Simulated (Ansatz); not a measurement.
**Band transport in Au**

All numbers below come from DFT LDA, scalar-relativistic, plane waves, PAW (Ansatz 0.2.0). Settings: 420 eV plane-wave cutoff, Γ-centred 18×18×10 mesh, Fermi-Dirac smearing of 0.15 eV. No spin polarisation.

Relaxed structure:
```yaml
crystal:
  lattice:
    - [1.41831, -2.45715, 0.00000]
    - [1.41831, 2.45715, 0.00000]
    - [0.00000, 0.00000, 4.76197]
  atoms:
    - { symbol: Au, position: [0.66660, 0.33340, 0.25000] }
    - { symbol: Au, position: [0.33340, 0.66660, 0.75000] }
```

In a metal these results depend on the k mesh and the smearing. Spin–orbit coupling is left out, which matters for heavy elements.

Constant relaxation time and rigid bands. The levels are interpolated over the whole zone and filled by a Fermi function at the stated temperature, with the chemical potential set by the electron count. Seebeck coefficients of a few μV/K are small differences and uncertain even in sign.

Question: Give the Drude plasma energies, the density of states at the chemical potential and σ/τ at 300 K.

Answer:
```json
{
 "Plasma energy xx, yy, zz": "8.92, 8.92, 8.93 eV",
 "Density of states (thermally broadened)": "0.58 states/eV/cell",
 "Conductivity over τ, xx, yy, zz": "16.3, 16.3, 16.3 ×10²⁰ (Ω·m·s)⁻¹"
}
```

Question: And the Seebeck coefficient (μV/K)?

Answer:
| T (K) | Sxx | Syy | Szz |
| --- | --- | --- | --- |
| 300 | -0.6 | -0.6 | -2.0 |
| 600 | -1.1 | -1.1 | -3.9 |
| 900 | -1.6 | -1.7 | -5.9 |

This form isn't the element's structure at ambient conditions.

Cost: 1 run of about 12 core-minutes, on Arm Neoverse V2 (shared hosts).